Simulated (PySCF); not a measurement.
# Shieldings and the share of exact exchange

Molecule: SMILES Sc1ccsc1, C4H4S2.

Structure with atom numbers: `[SH:1][c:2]1[cH:3][cH:4][s:5][cH:6]1`; H(Xn) means a hydrogen on atom n.

GIAO shieldings (ppm, equivalent atoms averaged) in PySCF 2.14.0 with density-fitted response routines on the PBE0-D3(BJ)/def2-SVP geometry, basis pcSseg-2, gas phase, non-relativistic:

| functional | exact exchange (%) | σ(S5) |
| --- | --- | --- |
| BLYP | 0 | 206.7 |
| BP86 | 0 | 225.0 |
| PBE | 0 | 229.6 |
| PBE0 | 25 | 250.8 |
| mPW1PW91 | 25 | 246.3 |
| BHandHLYP | 50 | 252.5 |
| HF | 100 | 316.0 |

Q: Fit each shielding as a line in the percentage of exact exchange.

A: σ(S5) = 220.7 + 0.91 x (rms 9.0 ppm). The functionals also differ in their semilocal parts, which the line can't hold; Hartree–Fock has no correlation at all.

Q: What does the line predict for B3LYP (20 %), and what does the run give?

A: σ(S5): 238.9 predicted, 223.7 computed ppm.
